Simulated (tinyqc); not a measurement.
Worked calculation: Hueckel theory of the pi electrons, for the molecule N=CC=O (SMILES; centres numbered as the heavy atoms are written). One step of it, computed by the program tinyqc.

Problem. Orbitals. Diagonalise; E = alpha + x beta with beta < 0, so the largest x are filled first; degenerate levels share their electrons. P = sum n_i c_ri c_si; each orbital has its largest coefficient positive (the first on a tie).

Hueckel matrix in units of beta (H = alpha + beta A), order 1N, 2C, 3C, 4O:
```
[[0.500000, 1.000000, 0.000000, 0.000000],
 [1.000000, 0.000000, 1.000000, 0.000000],
 [0.000000, 1.000000, 0.000000, 1.000000],
 [0.000000, 0.000000, 1.000000, 1.000000]]
```

pi electrons, sum of z_r less the charge = 4

Give: x values; occupations; coefficients; charge and bond-order matrix P.

Solution.

x values: [1.917, 1.193, -0.150, -1.460]

occupations: [2.000, 2.000, 0.000, 0.000]

coefficients, order 1N, 2C, 3C, 4O:
```
[[0.325, 0.657, 0.592, -0.336],
 [0.461, 0.455, -0.385, 0.658],
 [0.558, -0.114, -0.534, -0.625],
 [0.609, -0.591, 0.465, 0.254]]
```

charge and bond-order matrix P, order 1N, 2C, 3C, 4O:
```
[[1.074, 0.897, 0.213, -0.380],
 [0.897, 0.839, 0.411, 0.023],
 [0.213, 0.411, 0.649, 0.814],
 [-0.380, 0.023, 0.814, 1.439]]
```
